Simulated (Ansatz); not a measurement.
Energy needed to pull apart BNH2F (SMILES N[B]F), doublet, into free ground-state atoms, from the structure below (displaced at random from a GFN2-xTB minimum); no zero-point or spin–orbit terms; open-shell atoms are treated unrestricted, in their ground-state multiplicity.

N1  (-0.350, 0.308, -0.334)
B2  (0.215, -0.965, 0.082)
F3  (1.254, -0.965, 1.111)
H4  (-1.060, 0.366, -1.079)
H5  (-0.076, 1.140, 0.065)
(Å)

Program: Ansatz 0.2.0. Basis: def2-TZVPP. Cores are frozen in the correlated methods; orbitals are unrestricted.

| method | atomization energy (kJ/mol) |
| --- | --- |
| PBE-D4 | ? |
| r2SCAN-D4 | 1856 |
| PBE0-D4 | 1845 |
| r2SCAN0-D4 | ? |
| CAM-B3LYP-D4 | 1860 |
| wB97M-V | 1840 |
| HF | 1301 |
| MP2 | 1832 |
| CCSD | 1735 |
| CCSD(T) | 1767 |

(1) What does r2SCAN0-D4 give? (Judge from chemistry; the value comes from the calculation.)

(2) What does PBE-D4 give? (Judge from chemistry; the value comes from the calculation.)

No T1 diagnostic of these runs exceeds 0.016. ⟨S²⟩ of the unrestricted Hartree–Fock references: 0.75 (a pure state has 0.75).

Answers

(1) By the calculation: 1804 kJ/mol, which is about 37 kJ/mol more than CCSD(T)/def2-TZVPP.

(2) By the calculation: 1912 kJ/mol, which is about 144 kJ/mol more than CCSD(T)/def2-TZVPP.

In triple zeta the MP2 and coupled-cluster atomization energies are still short of their basis limit by a few kcal/mol a bond, whereas those of the functionals are nearly converged, so these differences are not deviations from converged CCSD(T).

For scale, one of the runs: CCSD(T)/def2-TZVPP forces, 121 basis functions (an equivalent command: `ansatz run in.yaml --threads 4`). The run took 71 s on 4 CPU threads (shared host), with 2.2 GiB of host memory at its peak.
